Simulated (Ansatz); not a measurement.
**H2O (singlet): wB97X-V, wB97M-V over a scan of the distance O1–H2, cc-pVTZ**

Aim: run H2O (singlet) with these functionals over a scan of the distance O1–H2, and hold them against the top wave-function level at the same points.

The runs use Ansatz 0.2.0, Gaussian basis; cc-pVTZ, all electrons in the functionals.

Plan: wB97X-V, wB97M-V, at 0.765 Å; 0.884 Å; 0.960 Å; 1.055 Å; 1.181 Å; 1.304 Å; 1.551 Å; 1.745 Å; 2.065 Å; 2.626 Å; 3.309 Å.

21 further runs of the same task are left out: 12 that didn't finish, 9 set aside as unsound or not needed.

### 1 What is computed

The geometry derives from a PBE0/def2-TZVP stationary point (not a proven minimum). One bond is set to the value named and the two fragments are kept rigid.

3 atoms, charge 0, spin multiplicity 1.

Atoms are counted from 1 here; the program's logs count them from 0.

Bond lengths: O1–H2 0.960 Å, O1–H3 0.960 Å. Angles: H2–O1–H3 105.1°.

No dispersion term is added; wB97X-V, wB97M-V hold VV10 nonlocal correlation.

The geometry shown and the zero of energy belong to the point 0.960 Å. The yardstick, RCCSDT(Q), and other wave-function levels (R restricted, U unrestricted, valence and pair active spaces) come from earlier runs.

### 2 wB97X-V, 0.765 Å

The input, in.yaml:

```yaml
crystal:
  periodic: [false, false, false]
  atoms:
    - {symbol: O, position_ang: [0.000000, -0.058697, -0.008638]}
    - {symbol: H, position_ang: [0.000000, 0.406689, -0.615796]}
    - {symbol: H, position_ang: [0.000000, 0.525031, 0.752912]}
basis:
  gaussian: {orbitals: cc-pVTZ}
hamiltonian: {xc: {name: wB97X-V}}
```

On the command line:

```sh
ansatz run in.yaml --threads 1 --pin off --events-out ev --progress --plain --max-ram 2393MiB
```

What it wrote:

```text
Functional definition: wB97X-V
  name "wB97X-V"
  cite "Mardirossian & Head-Gordon, Phys. Chem. Chem. Phys. 16, 9904 (2014) doi:10.1039/C3CP54374A"
  cite "Becke, J. Chem. Phys. 107, 8554 (1997) doi:10.1063/1.475007"
  cite "Vydrov & Van Voorhis, J. Chem. Phys. 133, 244103 (2010) doi:10.1063/1.3521275"
  parameter omega = 0.3/bohr
  parameter cx = 0.167
  parameter cx1 = 0.603
  parameter cx2 = 1.194
  parameter css0 = 0.556
  parameter css1 = -0.257
  parameter cos0 = 1.219
  parameter cos1 = -1.850
  parameter b = 6.0
  parameter c = 0.01
  exchange = spin_sum(e_x_unif_sr(omega)*poly(b97_u_x, 1 - cx, cx1, cx2)) + cx*exact_x_sr(omega) + exact_x_lr(omega)
  correlation = spin_sum(e_c_pw_same_spin*poly(b97_u_same, css0, css1))
      + integral(e_c_pw_opposite_spin*poly(b97_u_opposite, cos0, cos1)) + vv10(b, c)
287 factors; their error is unknown
69 factors; integrals over basis functions are off by at most 1.0e-5 eV
mean field evaluation 1: about -2074.6892 eV, gradient 4.8e1 eV
mean field evaluation 2: about -2075.1852 eV, gradient 4.6e1 eV
mean field evaluation 4: about -2078.0636 eV, gradient 2.2e-1 eV
mean field evaluation 8: about -2078.0607 eV, gradient 2.3e-3 eV
mean field -2078.06070994 eV, -76.3673225302 hartree, gradient 2.1e-5 eV, S^2 0.000000; 0 other end points of the search recorded, 0 dependent functions left out
reference -2078.06070914 eV, -76.3673225006 hartree; 5, 5 occupied and 53, 53 virtual orbitals, 287 factors
Total energy: -2078.06070914 eV, -76.3673225006 hartree
```

It took 0.96 s on 1 thread of Arm Neoverse V2, shared host.

### 3 wB97X-V, 0.884 Å

The input, in.yaml:

```yaml
crystal:
  periodic: [false, false, false]
  atoms:
    - {symbol: O, position_ang: [0.000000, -0.062747, -0.003354]}
    - {symbol: H, position_ang: [0.000000, 0.475032, -0.704958]}
    - {symbol: H, position_ang: [0.000000, 0.520981, 0.758196]}
basis:
  gaussian: {orbitals: cc-pVTZ}
hamiltonian: {xc: {name: wB97X-V}}
```

The command is unchanged.

What it wrote (excerpt; [...] marks lines left out):

```text
Functional definition: wB97X-V
  name "wB97X-V"
  cite "Mardirossian & Head-Gordon, Phys. Chem. Chem. Phys. 16, 9904 (2014) doi:10.1039/C3CP54374A"
  cite "Becke, J. Chem. Phys. 107, 8554 (1997) doi:10.1063/1.475007"
  cite "Vydrov & Van Voorhis, J. Chem. Phys. 133, 244103 (2010) doi:10.1063/1.3521275"
[...]
      + integral(e_c_pw_opposite_spin*poly(b97_u_opposite, cos0, cos1)) + vv10(b, c)
287 factors; their error is unknown
69 factors; integrals over basis functions are off by at most 8.9e-6 eV
[...]
mean field -2079.51864357 eV, -76.4209006029 hartree, gradient 7.0e-5 eV, S^2 0.000000; 0 other end points of the search recorded, 0 dependent functions left out
reference -2079.51864271 eV, -76.4209005714 hartree; 5, 5 occupied and 53, 53 virtual orbitals, 287 factors
Total energy: -2079.51864271 eV, -76.4209005714 hartree
```

Wall time 0.96 s (1 thread of Arm Neoverse V2, shared host).

### 4 wB97X-V, 0.960 Å

The input, in.yaml:

```yaml
crystal:
  periodic: [false, false, false]
  atoms:
    - {symbol: O, position_ang: [0.000000, -0.065318, 0.000000]}
    - {symbol: H, position_ang: [0.000000, 0.518410, -0.761550]}
    - {symbol: H, position_ang: [0.000000, 0.518410, 0.761550]}
basis:
  gaussian: {orbitals: cc-pVTZ}
hamiltonian: {xc: {name: wB97X-V}}
```

Launched as before.

What it wrote (excerpt; [...] marks lines left out):

```text
Functional definition: wB97X-V
  name "wB97X-V"
  cite "Mardirossian & Head-Gordon, Phys. Chem. Chem. Phys. 16, 9904 (2014) doi:10.1039/C3CP54374A"
  cite "Becke, J. Chem. Phys. 107, 8554 (1997) doi:10.1063/1.475007"
  cite "Vydrov & Van Voorhis, J. Chem. Phys. 133, 244103 (2010) doi:10.1063/1.3521275"
[...]
      + integral(e_c_pw_opposite_spin*poly(b97_u_opposite, cos0, cos1)) + vv10(b, c)
287 factors; their error is unknown
69 factors; integrals over basis functions are off by at most 7.9e-6 eV
[...]
mean field -2079.70146525 eV, -76.4276191757 hartree, gradient 4.8e-5 eV, S^2 0.000000; 0 other end points of the search recorded, 0 dependent functions left out
reference -2079.70146436 eV, -76.4276191429 hartree; 5, 5 occupied and 53, 53 virtual orbitals, 287 factors
Total energy: -2079.70146436 eV, -76.4276191429 hartree
```

Run time: 0.96 s. Hardware: 1 thread of Arm Neoverse V2, shared host.

### 5 wB97X-V, 1.055 Å

The input, in.yaml:

```yaml
crystal:
  periodic: [false, false, false]
  atoms:
    - {symbol: O, position_ang: [0.000000, -0.068568, 0.004239]}
    - {symbol: H, position_ang: [0.000000, 0.573240, -0.833083]}
    - {symbol: H, position_ang: [0.000000, 0.515160, 0.765789]}
basis:
  gaussian: {orbitals: cc-pVTZ}
hamiltonian: {xc: {name: wB97X-V}}
```

The command is unchanged.

What it wrote (excerpt; [...] marks lines left out):

```text
Functional definition: wB97X-V
  name "wB97X-V"
  cite "Mardirossian & Head-Gordon, Phys. Chem. Chem. Phys. 16, 9904 (2014) doi:10.1039/C3CP54374A"
  cite "Becke, J. Chem. Phys. 107, 8554 (1997) doi:10.1063/1.475007"
  cite "Vydrov & Van Voorhis, J. Chem. Phys. 133, 244103 (2010) doi:10.1063/1.3521275"
[...]
      + integral(e_c_pw_opposite_spin*poly(b97_u_opposite, cos0, cos1)) + vv10(b, c)
287 factors; their error is unknown
69 factors; integrals over basis functions are off by at most 8.4e-6 eV
[...]
mean field -2079.50480419 eV, -76.4203920151 hartree, gradient 2.5e-5 eV, S^2 0.000000; 0 other end points of the search recorded, 0 dependent functions left out
reference -2079.50480326 eV, -76.4203919810 hartree; 5, 5 occupied and 53, 53 virtual orbitals, 287 factors
Total energy: -2079.50480326 eV, -76.4203919810 hartree
```

Wall time 0.96 s (1 thread of Arm Neoverse V2, shared host).

From 0.960 Å: +0.197 eV.

### 6 wB97X-V, 1.181 Å

The input, in.yaml:

```yaml
crystal:
  periodic: [false, false, false]
  atoms:
    - {symbol: O, position_ang: [0.000000, -0.072856, 0.009834]}
    - {symbol: H, position_ang: [0.000000, 0.645603, -0.927490]}
    - {symbol: H, position_ang: [0.000000, 0.510872, 0.771384]}
basis:
  gaussian: {orbitals: cc-pVTZ}
hamiltonian: {xc: {name: wB97X-V}}
```

Same command.

What it wrote (excerpt; [...] marks lines left out):

```text
Functional definition: wB97X-V
  name "wB97X-V"
  cite "Mardirossian & Head-Gordon, Phys. Chem. Chem. Phys. 16, 9904 (2014) doi:10.1039/C3CP54374A"
  cite "Becke, J. Chem. Phys. 107, 8554 (1997) doi:10.1063/1.475007"
  cite "Vydrov & Van Voorhis, J. Chem. Phys. 133, 244103 (2010) doi:10.1063/1.3521275"
[...]
      + integral(e_c_pw_opposite_spin*poly(b97_u_opposite, cos0, cos1)) + vv10(b, c)
287 factors; their error is unknown
69 factors; integrals over basis functions are off by at most 1.0e-5 eV
[...]
mean field -2078.87622849 eV, -76.3972922841 hartree, gradient 6.1e-5 eV, S^2 0.000000; 0 other end points of the search recorded, 0 dependent functions left out
reference -2078.87622752 eV, -76.3972922485 hartree; 5, 5 occupied and 53, 53 virtual orbitals, 287 factors
Total energy: -2078.87622752 eV, -76.3972922485 hartree
```

Wall time 0.96 s (1 thread of Arm Neoverse V2, shared host).

From 0.960 Å: +0.825 eV.

### 7 wB97X-V, 1.304 Å

The input, in.yaml:

```yaml
crystal:
  periodic: [false, false, false]
  atoms:
    - {symbol: O, position_ang: [0.000000, -0.077043, 0.015296]}
    - {symbol: H, position_ang: [0.000000, 0.716243, -1.019650]}
    - {symbol: H, position_ang: [0.000000, 0.506685, 0.776846]}
basis:
  gaussian: {orbitals: cc-pVTZ}
hamiltonian: {xc: {name: wB97X-V}}
```

The command is unchanged.

What it wrote (excerpt; [...] marks lines left out):

```text
Functional definition: wB97X-V
  name "wB97X-V"
  cite "Mardirossian & Head-Gordon, Phys. Chem. Chem. Phys. 16, 9904 (2014) doi:10.1039/C3CP54374A"
  cite "Becke, J. Chem. Phys. 107, 8554 (1997) doi:10.1063/1.475007"
  cite "Vydrov & Van Voorhis, J. Chem. Phys. 133, 244103 (2010) doi:10.1063/1.3521275"
[...]
      + integral(e_c_pw_opposite_spin*poly(b97_u_opposite, cos0, cos1)) + vv10(b, c)
287 factors; their error is unknown
69 factors; integrals over basis functions are off by at most 1.2e-5 eV
[...]
mean field -2078.10356514 eV, -76.3688974296 hartree, gradient 1.1e-5 eV, S^2 0.000000; 0 other end points of the search recorded, 0 dependent functions left out
reference -2078.10356414 eV, -76.3688973928 hartree; 5, 5 occupied and 53, 53 virtual orbitals, 287 factors
Total energy: -2078.10356414 eV, -76.3688973928 hartree
```

It took 0.96 s on 1 thread of Arm Neoverse V2, shared host.

From 0.960 Å: +1.598 eV.

### 8 wB97X-V, 1.551 Å

The input, in.yaml:

```yaml
crystal:
  periodic: [false, false, false]
  atoms:
    - {symbol: O, position_ang: [0.000000, -0.085450, 0.026264]}
    - {symbol: H, position_ang: [0.000000, 0.858098, -1.204718]}
    - {symbol: H, position_ang: [0.000000, 0.498278, 0.787814]}
basis:
  gaussian: {orbitals: cc-pVTZ}
magnetization: {spin_polarized: true, initial_magnetization: 0}
hamiltonian: {xc: {name: wB97X-V}}
```

The command is unchanged.

What it wrote (excerpt; [...] marks lines left out):

```text
Functional definition: wB97X-V
  name "wB97X-V"
  cite "Mardirossian & Head-Gordon, Phys. Chem. Chem. Phys. 16, 9904 (2014) doi:10.1039/C3CP54374A"
  cite "Becke, J. Chem. Phys. 107, 8554 (1997) doi:10.1063/1.475007"
  cite "Vydrov & Van Voorhis, J. Chem. Phys. 133, 244103 (2010) doi:10.1063/1.3521275"
[...]
      + integral(e_c_pw_opposite_spin*poly(b97_u_opposite, cos0, cos1)) + vv10(b, c)
287 factors; their error is unknown
69 factors; integrals over basis functions are off by at most 1.5e-5 eV
[...]
mean field -2076.52957772 eV, -76.3110544588 hartree, gradient 1.6e-5 eV, S^2 0.000000; 1 other end points of the search recorded, 0 dependent functions left out
reference -2076.52957668 eV, -76.3110544205 hartree; 5, 5 occupied and 53, 53 virtual orbitals, 287 factors
Total energy: -2076.52957668 eV, -76.3110544205 hartree
```

Run time: 4 s. Hardware: 1 thread of Arm Neoverse V2, shared host.

From the report: ⟨S²⟩ of the determinant 0.000 (pure singlet: 0.00).

From 0.960 Å: +3.172 eV.

### 9 wB97X-V, 1.745 Å

The input, in.yaml:

```yaml
crystal:
  periodic: [false, false, false]
  atoms:
    - {symbol: O, position_ang: [0.000000, -0.092053, 0.034879]}
    - {symbol: H, position_ang: [0.000000, 0.969515, -1.350076]}
    - {symbol: H, position_ang: [0.000000, 0.491675, 0.796429]}
basis:
  gaussian: {orbitals: cc-pVTZ}
magnetization: {spin_polarized: true, initial_magnetization: 0}
hamiltonian: {xc: {name: wB97X-V}}
```

The command is unchanged.

What it wrote (excerpt; [...] marks lines left out):

```text
Functional definition: wB97X-V
  name "wB97X-V"
  cite "Mardirossian & Head-Gordon, Phys. Chem. Chem. Phys. 16, 9904 (2014) doi:10.1039/C3CP54374A"
  cite "Becke, J. Chem. Phys. 107, 8554 (1997) doi:10.1063/1.475007"
  cite "Vydrov & Van Voorhis, J. Chem. Phys. 133, 244103 (2010) doi:10.1063/1.3521275"
[...]
      + integral(e_c_pw_opposite_spin*poly(b97_u_opposite, cos0, cos1)) + vv10(b, c)
287 factors; their error is unknown
69 factors; integrals over basis functions are off by at most 3.5e-5 eV
[...]
mean field -2075.51055520 eV, -76.2736060721 hartree, gradient 1.9e-5 eV, S^2 0.295134; 3 other end points of the search recorded, 0 dependent functions left out
reference -2075.51055492 eV, -76.2736060616 hartree; 5, 5 occupied and 53, 53 virtual orbitals, 287 factors
Total energy: -2075.51055492 eV, -76.2736060616 hartree
```

Wall time 6.5 s (1 thread of Arm Neoverse V2, shared host).

From the report: ⟨S²⟩ of the determinant 0.295 (pure singlet: 0.00).

From 0.960 Å: +4.191 eV.

### 10 wB97X-V, 2.065 Å

The input, in.yaml:

```yaml
crystal:
  periodic: [false, false, false]
  atoms:
    - {symbol: O, position_ang: [0.000000, -0.102945, 0.049089]}
    - {symbol: H, position_ang: [0.000000, 1.153294, -1.589840]}
    - {symbol: H, position_ang: [0.000000, 0.480783, 0.810639]}
basis:
  gaussian: {orbitals: cc-pVTZ}
magnetization: {spin_polarized: true, initial_magnetization: 0}
hamiltonian: {xc: {name: wB97X-V}}
```

Launched as before.

What it wrote (excerpt; [...] marks lines left out):

```text
Functional definition: wB97X-V
  name "wB97X-V"
  cite "Mardirossian & Head-Gordon, Phys. Chem. Chem. Phys. 16, 9904 (2014) doi:10.1039/C3CP54374A"
  cite "Becke, J. Chem. Phys. 107, 8554 (1997) doi:10.1063/1.475007"
  cite "Vydrov & Van Voorhis, J. Chem. Phys. 133, 244103 (2010) doi:10.1063/1.3521275"
[...]
      + integral(e_c_pw_opposite_spin*poly(b97_u_opposite, cos0, cos1)) + vv10(b, c)
287 factors; their error is unknown
69 factors; integrals over basis functions are off by at most 3.2e-5 eV
[...]
mean field -2074.77681129 eV, -76.2466414806 hartree, gradient 2.0e-5 eV, S^2 0.762510; 4 other end points of the search recorded, 0 dependent functions left out
reference -2074.77681170 eV, -76.2466414956 hartree; 5, 5 occupied and 53, 53 virtual orbitals, 287 factors
Total energy: -2074.77681170 eV, -76.2466414956 hartree
```

Run time: 7.5 s. Hardware: 1 thread of Arm Neoverse V2, shared host.

From the report: ⟨S²⟩ of the determinant 0.763 (pure singlet: 0.00). The determinant is far from a pure spin state, so its energy mixes those of several spin states (harmless only where they are near-degenerate, as at dissociation).

From 0.960 Å: +4.925 eV.

### 11 wB97X-V, 2.626 Å

The input, in.yaml:

```yaml
crystal:
  periodic: [false, false, false]
  atoms:
    - {symbol: O, position_ang: [0.000000, -0.122039, 0.074000]}
    - {symbol: H, position_ang: [0.000000, 1.475483, -2.010178]}
    - {symbol: H, position_ang: [0.000000, 0.461689, 0.835550]}
basis:
  gaussian: {orbitals: cc-pVTZ}
magnetization: {spin_polarized: true, initial_magnetization: 0}
hamiltonian: {xc: {name: wB97X-V}}
```

Launched as before.

What it wrote (excerpt; [...] marks lines left out):

```text
Functional definition: wB97X-V
  name "wB97X-V"
  cite "Mardirossian & Head-Gordon, Phys. Chem. Chem. Phys. 16, 9904 (2014) doi:10.1039/C3CP54374A"
  cite "Becke, J. Chem. Phys. 107, 8554 (1997) doi:10.1063/1.475007"
  cite "Vydrov & Van Voorhis, J. Chem. Phys. 133, 244103 (2010) doi:10.1063/1.3521275"
[...]
      + integral(e_c_pw_opposite_spin*poly(b97_u_opposite, cos0, cos1)) + vv10(b, c)
287 factors; their error is unknown
69 factors; integrals over basis functions are off by at most 3.2e-5 eV
[...]
mean field -2074.47575182 eV, -76.2355777493 hartree, gradient 2.9e-6 eV, S^2 0.966280; 5 other end points of the search recorded, 0 dependent functions left out
reference -2074.47575293 eV, -76.2355777901 hartree; 5, 5 occupied and 53, 53 virtual orbitals, 287 factors
Total energy: -2074.47575293 eV, -76.2355777901 hartree
```

Wall time 8.5 s (1 thread of Arm Neoverse V2, shared host).

From the report: ⟨S²⟩ of the determinant 0.966 (pure singlet: 0.00). The determinant is far from a pure spin state, so its energy mixes those of several spin states (harmless only where they are near-degenerate, as at dissociation).

From 0.960 Å: +5.226 eV.

### 12 wB97X-V, 3.309 Å

The input, in.yaml:

```yaml
crystal:
  periodic: [false, false, false]
  atoms:
    - {symbol: O, position_ang: [0.000000, -0.145286, 0.104329]}
    - {symbol: H, position_ang: [0.000000, 1.867738, -2.521926]}
    - {symbol: H, position_ang: [0.000000, 0.438442, 0.865879]}
basis:
  gaussian: {orbitals: cc-pVTZ}
magnetization: {spin_polarized: true, initial_magnetization: 0}
hamiltonian: {xc: {name: wB97X-V}}
```

Launched as before.

What it wrote (excerpt; [...] marks lines left out):

```text
Functional definition: wB97X-V
  name "wB97X-V"
  cite "Mardirossian & Head-Gordon, Phys. Chem. Chem. Phys. 16, 9904 (2014) doi:10.1039/C3CP54374A"
  cite "Becke, J. Chem. Phys. 107, 8554 (1997) doi:10.1063/1.475007"
  cite "Vydrov & Van Voorhis, J. Chem. Phys. 133, 244103 (2010) doi:10.1063/1.3521275"
[...]
      + integral(e_c_pw_opposite_spin*poly(b97_u_opposite, cos0, cos1)) + vv10(b, c)
287 factors; their error is unknown
69 factors; integrals over basis functions are off by at most 3.1e-5 eV
[...]
mean field -2074.42505330 eV, -76.2337146131 hartree, gradient 7.0e-6 eV, S^2 0.998492; 6 other end points of the search recorded, 0 dependent functions left out
reference -2074.42505996 eV, -76.2337148578 hartree; 5, 5 occupied and 53, 53 virtual orbitals, 287 factors
Total energy: -2074.42505996 eV, -76.2337148578 hartree
```

It took 9 s on 1 thread of Arm Neoverse V2, shared host.

From the report: ⟨S²⟩ of the determinant 0.998 (pure singlet: 0.00). The determinant is far from a pure spin state, so its energy mixes those of several spin states (harmless only where they are near-degenerate, as at dissociation).

From 0.960 Å: +5.276 eV.

### 13 wB97M-V, 0.765 Å

The input, in.yaml:

```yaml
crystal:
  periodic: [false, false, false]
  atoms:
    - {symbol: O, position_ang: [0.000000, -0.058697, -0.008638]}
    - {symbol: H, position_ang: [0.000000, 0.406689, -0.615796]}
    - {symbol: H, position_ang: [0.000000, 0.525031, 0.752912]}
basis:
  gaussian: {orbitals: cc-pVTZ}
hamiltonian: {xc: {name: wB97M-V}}
output: {forces: true, orbitals: {seedname: orbitals}}
```

Launched as before.

What it wrote (excerpt; [...] marks lines left out):

```text
Functional definition: wB97M-V
  name "wB97M-V"
  cite "Mardirossian & Head-Gordon, J. Chem. Phys. 144, 214110 (2016) doi:10.1063/1.4952647"
  cite "Becke, J. Chem. Phys. 107, 8554 (1997) doi:10.1063/1.475007"
  cite "Vydrov & Van Voorhis, J. Chem. Phys. 133, 244103 (2010) doi:10.1063/1.3521275"
  # Of w^i u^j: cxij and so on, Table III.
[...]
  gx(w, u) = 1 - cx + cx01*u + cx10*w
  gss(w, u) = css00 + css04*u^4 + css10*w + css20*w^2 + css43*w^4*u^3
  gos(w, u) = cos00 + cos10*w + (cos20 + cos21*u)*w^2 + (cos60 + cos61*u)*w^6
[...]
      + integral(e_c_pw_mod_opposite_spin*gos(b97_w_opposite, b97_u_opposite)) + vv10(b, c)
287 factors; their error is unknown
69 factors; integrals over basis functions are off by at most 1.0e-5 eV
[...]
mean field -2078.03087018 eV, -76.3662259392 hartree, gradient 3.2e-5 eV, S^2 0.000000; 0 other end points of the search recorded, 0 dependent functions left out
[...]
reference -2078.03089008 eV, -76.3662266704 hartree; 5, 5 occupied and 53, 53 virtual orbitals, 287 factors
Total energy: -2078.03089008 eV, -76.3662266704 hartree
Atom 0 at     0.000000    -0.058697    -0.008638 Å, force    -0.000000   -12.320629    16.895223 eV/Å
Atom 1 at     0.000000     0.406689    -0.615796 Å, force     0.000000    12.593006   -16.974909 eV/Å
Atom 2 at     0.000000     0.525031     0.752912 Å, force     0.000000    -0.272377     0.079686 eV/Å
Dipole moment:    -0.000000     0.388235     0.028629 e Å
```

It took 1.3 s on 1 thread of Arm Neoverse V2, shared host.

### 14 wB97M-V, 0.884 Å

The input, in.yaml:

```yaml
crystal:
  periodic: [false, false, false]
  atoms:
    - {symbol: O, position_ang: [0.000000, -0.062747, -0.003354]}
    - {symbol: H, position_ang: [0.000000, 0.475032, -0.704958]}
    - {symbol: H, position_ang: [0.000000, 0.520981, 0.758196]}
basis:
  gaussian: {orbitals: cc-pVTZ}
hamiltonian: {xc: {name: wB97M-V}}
output: {orbitals: {seedname: orbitals}}
```

The command is unchanged.

What it wrote (excerpt; [...] marks lines left out):

```text
Functional definition: wB97M-V
  name "wB97M-V"
  cite "Mardirossian & Head-Gordon, J. Chem. Phys. 144, 214110 (2016) doi:10.1063/1.4952647"
  cite "Becke, J. Chem. Phys. 107, 8554 (1997) doi:10.1063/1.475007"
  cite "Vydrov & Van Voorhis, J. Chem. Phys. 133, 244103 (2010) doi:10.1063/1.3521275"
  # Of w^i u^j: cxij and so on, Table III.
[...]
  gx(w, u) = 1 - cx + cx01*u + cx10*w
  gss(w, u) = css00 + css04*u^4 + css10*w + css20*w^2 + css43*w^4*u^3
  gos(w, u) = cos00 + cos10*w + (cos20 + cos21*u)*w^2 + (cos60 + cos61*u)*w^6
[...]
      + integral(e_c_pw_mod_opposite_spin*gos(b97_w_opposite, b97_u_opposite)) + vv10(b, c)
287 factors; their error is unknown
69 factors; integrals over basis functions are off by at most 8.9e-6 eV
[...]
mean field -2079.47538401 eV, -76.4193108435 hartree, gradient 2.4e-5 eV, S^2 0.000000; 0 other end points of the search recorded, 0 dependent functions left out
reference -2079.47540522 eV, -76.4193116227 hartree; 5, 5 occupied and 53, 53 virtual orbitals, 287 factors
Total energy: -2079.47540522 eV, -76.4193116227 hartree
```

It took 1.1 s on 1 thread of Arm Neoverse V2, shared host.

[end of part 1 of 2]
